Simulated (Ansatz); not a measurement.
A nudged elastic band was laid between two geometries of C3H9NS (14 atoms, charge 0, multiplicity 1).

Computed with RKS CAM-B3LYP-D4/def2-SVP (Ansatz 0.2.0).

```yaml
movable_images: 7
climbing_image: yes
spring: 5.0 eV/Å²
optimiser: quadratic models (default)
start_path: through a guess of the saddle point
force_threshold: 0.05 eV/Å
iteration_limit: 60
end_points: relaxed
```

Initial state:

```xyz
14
Properties=species:S:1:pos:R:3
C -1.367 -0.185 0.891
C 0.044 0.133 0.418
N 0.842 -1.084 0.417
C 0.006 0.716 -0.992
S 1.640 1.119 -1.695
H -2.006 0.711 0.872
H -1.820 -0.956 0.249
H -1.359 -0.566 1.924
H 0.465 0.918 1.082
H 1.817 -0.852 0.234
H 0.815 -1.526 1.334
H -0.511 0.022 -1.671
H -0.553 1.663 -0.992
H 1.973 -0.141 -2.040
```

Final state:

```xyz
14
Properties=species:S:1:pos:R:3
C -1.359 -0.127 0.978
C 0.047 0.184 0.481
N 0.912 -0.954 0.734
C -0.003 0.639 -0.985
S 1.608 1.099 -1.701
H -2.030 0.737 0.862
H -1.794 -0.968 0.413
H -1.329 -0.413 2.038
H 0.449 1.027 1.068
H 1.873 -0.743 0.470
H 0.615 -1.766 0.192
H -0.473 -0.134 -1.613
H -0.621 1.545 -1.079
H 2.092 -0.153 -1.828
```

Task: What changes between the two ends?

Result: No bond is made or broken. The height of N3 over the plane of its neighbours goes from 0.39 to -0.37 Å.

Task: What energy profile does the band end with?

Result: The forces met the threshold. The highest image is number 4 of 0 to 8, 0.165 eV above the first end and 0.138 eV above the last; the last end lies 0.026 eV above the first. The profile has 2 maxima (images 2, 4) with wells between them (image 3): this band takes more than one step, which may be the mechanism or a detour left from its start path. A structure lower than the first end lies on the path between it and the top, so the climb from that side starts below the end, which may itself be a saddle point or a shallow side well. A vibrational analysis at the climbing image gives one clearly imaginary mode, 593i cm⁻¹: a first-order saddle point.

| image | path coordinate (Å) | energy (eV) | height of N3 over the plane of its neighbours (Å) |
| --- | --- | --- | --- |
| 0 | 0.00 | 0.000 | 0.39 |
| 1 | 0.72 | 0.044 | 0.37 |
| 2 | 1.45 | 0.047 | 0.35 |
| 3 | 2.17 | -0.009 | 0.36 |
| 4 | 2.90 | 0.165 | -0.01 |
| 5 | 3.10 | 0.110 | -0.20 |
| 6 | 3.31 | 0.050 | -0.32 |
| 7 | 3.52 | 0.030 | -0.36 |
| 8 | 3.73 | 0.026 | -0.37 |

Task: What is the geometry of the highest image?

Result: 
```xyz
14
Properties=species:S:1:pos:R:3
C -1.302 -0.099 0.986
C 0.074 0.174 0.379
N 0.933 -0.970 0.501
C -0.082 0.658 -1.073
S 1.488 1.115 -1.863
H -1.961 0.780 0.917
H -1.798 -0.930 0.458
H -1.203 -0.384 2.043
H 0.549 0.996 0.940
H 1.872 -0.888 0.853
H 0.616 -1.882 0.210
H -0.589 -0.117 -1.670
H -0.710 1.561 -1.111
H 2.102 -0.043 -1.542
```

The band took 19 iterations and about 17 core-minutes.

Run time: 8.7 min on 2 threads of Arm Neoverse V1, with other jobs on the host, peak memory 0.35 GiB.
